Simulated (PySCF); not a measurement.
Species: C3H8P2.
Structure used (GFN2-xTB), in Å, numbered top down from 1:
```
atom  x, y, z in Å
P1     1.438    0.596   -0.956
C2     1.154   -0.165    0.723
P3    -0.568   -0.786    1.142
C4    -1.447   -0.604   -0.466
C5    -1.573    0.586    0.443
H6     1.706   -0.603   -1.618
H7     2.794    0.824   -0.722
H8     1.854   -0.992    0.877
H9     1.389    0.605    1.467
H10   -0.850   -0.494   -1.365
H11   -2.324   -1.224   -0.601
H12   -1.042    1.488    0.162
H13   -2.538    0.770    0.896
```

Vertical excitations from PySCF (density fitting, frozen core in the response, grid level 2 and gas phase unless stated; continuum runs use non-equilibrium linear response for the excitations) on a GFN2-xTB geometry. Reference run:

| settings | S1, eV (f) | S2, eV (f) | S3, eV (f) | S4, eV (f) | S5, eV (f) | S6, eV (f) | T1, eV (Tamm–Dancoff) | mean α (au) |
| --- | --- | --- | --- | --- | --- | --- | --- | --- |
| B3LYP/def2-SVPD, full TDDFT, 8 singlets | 6.08 (0.039) | 6.21 (0.037) | 6.39 (0.005) | 6.49 (0.020) | 6.58 (0.002) | 6.63 (0.020) | 5.27 | 85.5 |

Problem. What do these settings give: (1) PBE0/def2-SVPD, full TDDFT, 25 singlets; (2) KT3/def2-SVPD, grid level 1, TDA, 3 singlets?

Solution. 
```json
{"settings": "PBE0/def2-SVPD, full TDDFT, 25 singlets", "S1, eV (f)": "6.27 (0.051)", "S2, eV (f)": "6.37 (0.038)", "S3, eV (f)": "6.57 (0.002)", "S4, eV (f)": "6.65 (0.024)", "S5, eV (f)": "6.76 (0.001)", "S6, eV (f)": "6.80 (0.025)", "T1, eV (Tamm–Dancoff)": "5.27", "mean α (au)": "84.9"}
{"settings": "KT3/def2-SVPD, grid level 1, TDA, 3 singlets", "S1, eV (f)": "5.60 (0.024)", "S2, eV (f)": "5.85 (0.023)", "S3, eV (f)": "5.93 (0.009)", "S4, eV (f)": "–", "S5, eV (f)": "–", "S6, eV (f)": "–", "T1, eV (Tamm–Dancoff)": "5.10", "mean α (au)": "85.8"}
```

(1) S1 moves by +0.19 eV (PBE0 has 25 % exact exchange, B3LYP 20 % exact exchange). (2) S1 moves by -0.48 eV; functional and response scheme change together, so the shift can't be laid on one. States are counted by energy in each run and needn't keep their character from row to row.

KT3 was designed for NMR shieldings or shifts; total energies of different functionals aren't comparable.

Problem. Give the leading configurations of S1 (H = HOMO, L = LUMO) and the HOMO–LUMO gap of each run.

Solution. 
```
                                    settings  S1 configurations (weight)  S1 (eV)  orbital gap (eV)  S1 − gap (eV)
     B3LYP/def2-SVPD, full TDDFT, 8 singlets                    H→L 0.94     6.08              6.90          -0.82
     PBE0/def2-SVPD, full TDDFT, 25 singlets                    H→L 0.87     6.27              7.35          -1.08
KT3/def2-SVPD, grid level 1, TDA, 3 singlets                    H→L 0.86     5.60              5.42          +0.18
```

One conformer stands for the species.
